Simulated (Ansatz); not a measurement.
C₃H₆O₂, SMILES CC=C(O)O, a rigid torsion scan

Program: Ansatz 0.2.0, Python API.

Interactive session:
```pycon
>>> from dataclasses import dataclass
>>> import ansatz
>>> from ase import Atoms
>>> @dataclass
... class Settings:
...     basis: str = "def2-SVP"
...     functional: str = "pbe0"
...     fmax: float = 0.02
...
>>> settings = Settings()
>>> atoms = Atoms(["C", "C", "C", "O", "O", "H", "H", "H", "H", "H", "H"], positions=[
...     (-0.9517, -0.584, 1.0549),
...     (0.2939, 0.0403, 0.5901),
...     (0.6562, 0.3583, -0.6629),
...     (2.0081, 0.8964, -0.8487),
...     (-0.0612, 0.1855, -1.7919),
...     (-0.8194, -1.4758, 1.5497),
...     (-1.4534, 0.1419, 1.7589),
...     (-1.6661, -0.7057, 0.2224),
...     (1.016, 0.2496, 1.4338),
...     (1.9726, 1.0222, -1.7853),
...     (-0.9297, -0.1856, -1.5004),
... ])
>>> # relax first, so that the scan starts from a minimum
>>> first = ansatz.Crystal.molecule_from_ase(atoms).calculation()
>>> first = first.basis(gaussian=settings.basis)
>>> first = first.functional(settings.functional)
>>> first = first.relax(force_tolerance=settings.fmax, max_steps=80)
>>> atoms.positions = first.run(threads=1, backend="cpu").report["positions_ang"]
>>> start = atoms.get_dihedral(1, 2, 3, 9)
>>> energies = {}
>>> for turn in range(0, 360, 40):
...     turned = atoms.copy()
...     turned.set_dihedral(1, 2, 3, 9, start + turn, indices=[3, 9])
...     model = (
...         ansatz.Crystal.molecule_from_ase(turned).calculation()
...         .basis(gaussian=settings.basis)
...         .functional(settings.functional)
...     )
...     energies[round((start + turn) % 360)] = model.run(threads=1, backend="cpu").report["free_energy_ev"]
...
>>> floor = min(energies.values())
>>> print("dihedral C1-C2-O3-H9 (deg)   E - E(min) (kJ/mol)")
dihedral C1-C2-O3-H9 (deg)   E - E(min) (kJ/mol)
>>> for angle, e in sorted(energies.items()):
...     print(f"{angle:8d} {96.485332 * (e - floor):14.3f}  " + "#" * int(30 * (e - floor) / max(max(energies.values()) - floor, 1e-9)))
...
      20          8.725  ##############
      60         18.248  ##############################
     100         16.974  ###########################
     140          5.270  ########
     180          0.000
     220          5.270  ########
     260         16.909  ###########################
     300         18.210  #############################
     340          8.727  ##############
```

The scan is rigid and the energies are electronic, in a modest basis. With rigid groups the curve can differ much from the relaxed path, the start wasn't checked as a minimum of this torsion, and equivalent turns needn't return to the same energy. It ran for 48 s on 1 thread of Arm Neoverse V2 (shared host), peak memory 0.27 GiB.
